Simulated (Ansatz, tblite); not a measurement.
Forces on H2S4 at its PBE0-D4/def2-SVP geometry. The state is a singlet with charge 0.

The xTB rows come from tblite.

GFN1-xTB (tblite), largest force 0.64 eV/Å:

```xyz
6
positions Å, forces eV/Å
S    -1.654    0.560   -1.558    0.602    0.081    0.038
S    -0.882    1.193    0.255   -0.056   -0.542   -0.025
S    -0.484   -0.515    1.358    0.276    0.296   -0.419
S     1.347   -1.223    0.689   -0.021    0.432    0.472
H    -0.469    0.425   -2.202   -0.493    0.051    0.233
H     2.143   -0.439    1.457   -0.308   -0.317   -0.300
```

GFN2-xTB (tblite), largest force 0.47 eV/Å:

```
S 0.377 0.100 0.136
S -0.064 -0.388 -0.167
S 0.253 0.141 -0.258
S -0.075 0.333 0.320
H -0.291 0.038 0.144
H -0.200 -0.224 -0.174
```

r2SCAN-D4/def2-TZVP (Ansatz), largest force 0.36 eV/Å:

```
S 0.228 0.104 0.100
S -0.100 -0.344 -0.068
S 0.222 0.183 -0.223
S -0.101 0.138 0.225
H -0.155 0.024 0.067
H -0.093 -0.105 -0.101
```
